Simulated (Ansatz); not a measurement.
`COC(N)(O)F` at its PBE0-D4/def2-TZVP geometry, where that method's forces vanish. The species carries charge 0 and has multiplicity 1.

```json
{"atom": "C1", "x (Å)": "-0.837", "y (Å)": "1.215", "z (Å)": "-0.792"}
{"atom": "O2", "x (Å)": "-0.442", "y (Å)": "0.694", "z (Å)": "0.467"}
{"atom": "C3", "x (Å)": "0.495", "y (Å)": "-0.308", "z (Å)": "0.430"}
{"atom": "N4", "x (Å)": "0.062", "y (Å)": "-1.451", "z (Å)": "-0.286"}
{"atom": "O5", "x (Å)": "0.832", "y (Å)": "-0.599", "z (Å)": "1.725"}
{"atom": "F6", "x (Å)": "1.621", "y (Å)": "0.155", "z (Å)": "-0.231"}
{"atom": "H7", "x (Å)": "-1.683", "y (Å)": "1.870", "z (Å)": "-0.596"}
{"atom": "H8", "x (Å)": "-1.136", "y (Å)": "0.409", "z (Å)": "-1.466"}
{"atom": "H9", "x (Å)": "-0.026", "y (Å)": "1.788", "z (Å)": "-1.247"}
{"atom": "H10", "x (Å)": "0.846", "y (Å)": "-2.064", "z (Å)": "-0.464"}
{"atom": "H11", "x (Å)": "-0.631", "y (Å)": "-1.947", "z (Å)": "0.258"}
{"atom": "H12", "x (Å)": "0.900", "y (Å)": "0.236", "z (Å)": "2.203"}
```

Task: For each bond, give half the difference of the two atoms' forces along it (eV/Å; positive pushes the atoms apart) under PBE-D4, r2SCAN-D4, B3LYP-D4, ωB97M-V in def2-TZVPP. (Best estimate.)

Result: Computed: 
```csv
bond,length (Å),PBE-D4,r2SCAN-D4,B3LYP-D4,ωB97M-V
C1–O2,1.419,0.23,0.28,0.27,0.23
C1–H7,1.089,0.06,-0.07,-0.13,-0.09
C1–H8,1.092,0.09,-0.07,-0.09,-0.11
C1–H9,1.092,0.08,-0.06,-0.09,-0.11
O2–C3,1.372,0.29,0.11,0.08,0.03
C3–N4,1.417,0.02,0.00,0.07,0.09
C3–O5,1.369,0.30,0.17,0.15,0.12
C3–F6,1.385,0.60,0.30,0.32,0.10
N4–H10,1.011,0.20,-0.01,-0.06,-0.06
N4–H11,1.012,0.20,0.01,-0.05,-0.06
O5–H12,0.964,0.36,0.00,-0.05,-0.09
```

B3LYP here is the variant with VWN-RPA as its local correlation; programs differ in this.
